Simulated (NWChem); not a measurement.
## Correlation energy of O

SMILES: [O]
```xyz
1

O      0.0000     0.0000     0.0000
```
Charge 0, spin multiplicity 3.

All runs are NWChem calculations.

Basis set: cc-pVQZ. Each correlation energy counts from its own Hartree-Fock reference.

The correlated methods keep 1 core orbital frozen. No SCF solution was tested for a lower state. Open-shell Hartree-Fock references start from PBE0 orbitals. No row is a measurement; the coupled-cluster row has its own basis-set and correlation limits.

Q: Order these methods by the correlation energy they give, lowest first: CCSD(T) on UHF, CCSD(T) on ROHF, URI-MP2, SCS-UMP2.

A: CCSD(T) on ROHF (-182.8 mHa), CCSD(T) on UHF (-176.3 mHa), URI-MP2 (-157.6 mHa), SCS-UMP2 (-156.4 mHa)
